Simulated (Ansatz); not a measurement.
C2ClF3 (`FC(F)=C(F)Cl`). Total charge 0; spin multiplicity 1. Geometry: relaxed with PBE0-D4/def2-TZVP.

```xyz
6

F    -0.264    1.120    1.396
C    -0.108    0.657    0.182
F    -0.178    1.595   -0.725
C     0.097   -0.623   -0.089
F     0.154   -1.512    0.890
Cl    0.300   -1.237   -1.653
```

What is the dipole moment at PBE/def2-TZVPP? (Best estimate.)

Computed: 0.36 D, with components (0.01, 0.11, -0.34) D in this frame, pointing from negative to positive charge.

And with r2SCAN, B3LYP, ωB97M-V? (An estimate is asked.)

Computed: r2SCAN 0.37 D, B3LYP 0.46 D, ωB97M-V 0.44 D.

Give the Mulliken charges with PBE, B3LYP, r2SCAN in def2-TZVPP. (An estimate is asked.)

Computed: 
```csv
atom,PBE,B3LYP,r2SCAN
F1,-0.11,-0.15,-0.15
C2,0.29,0.36,0.35
F3,-0.11,-0.15,-0.15
C4,0.09,0.14,0.15
F5,-0.12,-0.16,-0.16
Cl6,-0.03,-0.03,-0.04
```

B3LYP here is the variant with VWN-RPA as its local correlation; programs differ in this.
